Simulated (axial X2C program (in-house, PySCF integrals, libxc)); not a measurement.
# Density and ELF of PF⁻

Calculated with an in-house relativistic program for diatomic molecules. Two-component (2c) means X2C with spin–orbit coupling and atomic mean-field two-electron Coulomb and Gaunt terms. Basis: P dyall-av3z [9s8p3d2f], F dyall-av3z [7s6p3d2f] (cores contracted in-house); Gaussian nuclei, density fitting, unrestricted open shells. Masses: P 30.974 u, F 18.998 u.

PBE0, two-component, state Ω = 3/2 (⟨Sz⟩ = 0.50, ⟨Lz⟩ = 1.00 at PBE0); P at z = 0, F at z = 1.700 Å.

The maps cover the half plane through the axis: z from -2.4 to 3.9 Å along the bond, ρ from 0.15 to 2.25 Å away from it (steps of 0.3 Å, the bottom row nearest the axis).

log10 of the density in e/bohr³:

digits 0 to 9 span -5.39 to 1.16 evenly
```
2233334444333222211000
2233444444443333222110
2334445555444433332210
2334455555554444433211
2344556666555555543321
2344566666666666554321
2344566777667777654322
2345566898677888654322
```

Electron localisation function (collinear form, no current term, damped to 0 at low density):

digits 0 to 9 span 0.00 to 1.00 evenly
```
0001345665310000000000
0012467776410000000000
0013578887410000000000
0013678998510012100000
0013689998511355320000
0003688866424777531000
0002575020247888741000
0002450767068318742000
```

Axial spin density in 10⁻³ e/bohr³:

digits 0 to 9 span -3.26 to 3.26 evenly, values beyond are clipped
```
5555555555555544444444
5555566676655544444444
5555678998765544444444
5555689999965444444444
5555799999975445554444
4555699999974566554444
4444469999964999544444
4443200494544996444444
```

Occupations by symmetry block were frozen at the best pattern of an incomplete PBE0 search. Density functionals use the spin component along the axis (collinear). The highest occupied level is positive at some bond lengths even in Hartree–Fock (under at least one Hamiltonian), so the basis set holds the extra electron there; where that holds at Re the anion is at best weakly bound and its constants depend on the basis. The functionals have no current-density term, which raises determinants with orbital currents, atoms included.
